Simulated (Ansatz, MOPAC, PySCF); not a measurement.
Pair of molecules: CH5N (SMILES CN) (first 7 atoms) with CH4O (SMILES CO); geometry from S66by8 set.
(charge 0, multiplicity 1):
```xyz
13

N     -1.5691    -0.4091    -0.5740
H     -0.5787    -0.6213    -0.6021
H     -2.0441    -1.2987    -0.4972
C     -1.8514     0.3926     0.6142
H     -2.9172     0.6070     0.6640
H     -1.5564    -0.0610     1.5662
H     -1.3386     1.3491     0.5298
O      1.4465    -0.4282    -0.5105
H      1.7285    -0.0583    -1.3504
C      1.8324     0.4834     0.5089
H      1.5092     0.0537     1.4520
H      2.9135     0.6224     0.5480
H      1.3539     1.4570     0.3937
```

Interaction energies are E(AB) − E(A) − E(B) at the monomers' geometry in the complex; basis-set methods are counterpoise corrected. Rows marked so take none.

Frozen-core correlation. Rows in 6-31G*, STO-3G carry no dispersion term and start afresh at each structure (6-31G* with six Cartesian d functions). MP2/6-31G* freezes PySCF's default core. The state that PM3 reach isn't checked.

Programs: Ansatz (a quantum-chemistry and plane-wave program) with Gaussian orbitals; MOPAC for PM3 (differences of heats of formation); PySCF for 6-31G* rows, STO-3G rows. 

Q: One of these levels gives -1.83 kcal/mol for the interaction energy. Which one is it?
A) SCS-MP2/aug-cc-pVDZ
B) HF/STO-3G (no counterpoise)
C) MP2/6-31G*
D) PM3

A: C, MP2/6-31G*. The others give 0.14 (PM3), -2.75 (HF/STO-3G (no counterpoise)), -1.51 (SCS-MP2/aug-cc-pVDZ)
